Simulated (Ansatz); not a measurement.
**Cohesive energy of hcp Sc: levels of theory against measurement**

Reference value: 3.93 eV/atom (measured, static lattice: zero-point vibration energy added; as tabulated in Mejia-Rodriguez and Trickey (2018), arXiv:1807.09216).

**Question.** What do LDA, PBE, r²SCAN, r²SCANh, Hartree–Fock give, and how far is each from the reference?

**Answer.** 
| level (code) | value (eV/atom) | cell (Å³/atom) | error (eV/atom) |
|---|---|---|---|
| LDA (Ansatz) | 4.89 | 22.53 | +0.96 |
| PBE (Ansatz) | 4.12 | 24.65 | +0.19 |
| r²SCAN (Ansatz) | 3.99 | 24.93 | +0.06 |
| r²SCANh (Ansatz) | 3.76 | 25.06 | -0.17 |
| Hartree–Fock (Ansatz) | 0.87 | 29.16 | -3.06 |

Leaving aside r²SCANh (doubt noted below), Hartree–Fock (doubt noted below): Closest of the ranked levels: r²SCAN (+0.06 eV/atom). Among them LDA (+0.96 eV/atom) misses by most. Within 0.5 eV/atom: PBE, r²SCAN.

Free atoms are spin-polarised, in the lowest state found; at levels without +SOC their spin–orbit coupling is left out.  r²SCANh, Hartree–Fock: the free atom's electronic state is in doubt. Each level is taken at its own relaxed cell. Cutoffs and k meshes differ between the levels. Ansatz's density-functional and Hartree–Fock values are scalar-relativistic unless marked +SOC, with PAW data made under PBE.

Differences are worked out from the printed values.

Ansatz is an electronic-structure program.
